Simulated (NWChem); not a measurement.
Molecule: dichloromethane (CH2Cl2); SMILES ClCCl

Results from NWChem. Pople sets run with spherical d functions. STO-3G and 3-21G are far too small for this property and stand as cheap habits. Coordinates come from a PBE-D3(BJ)/def2-SVP optimisation. Vertical excitations in the gas phase; the lowest state need not have the same character in each row.

```
level                          basis functions  lowest excitation, singlet (eV)  oscillator strength of that lowest state  orbital gap (eV)
-----------------------------  ---------------  -------------------------------  ----------------------------------------  ----------------
Hartree-Fock/3-21G, CIS                     39                             8.12                                     0.003             16.24
Hartree-Fock/6-31G*, CIS                    54                             8.09                                     0.002             16.13
Hartree-Fock/6-31+G*, CIS                   66                             7.90                                     0.000             14.28
Hartree-Fock/def2-SVP, CIS                  60                             8.46                                     0.000             16.29
Hartree-Fock/def2-SVPD, CIS                 90                             7.93                                     0.000             14.67
Hartree-Fock/def2-TZVP, CIS                117                             7.99                                     0.001             15.66
Hartree-Fock/aug-cc-pVDZ, CIS               95                             7.84                                     0.000             13.11
Hartree-Fock/def2-TZVPD, CIS               147                             7.73                                     0.000             13.88
```
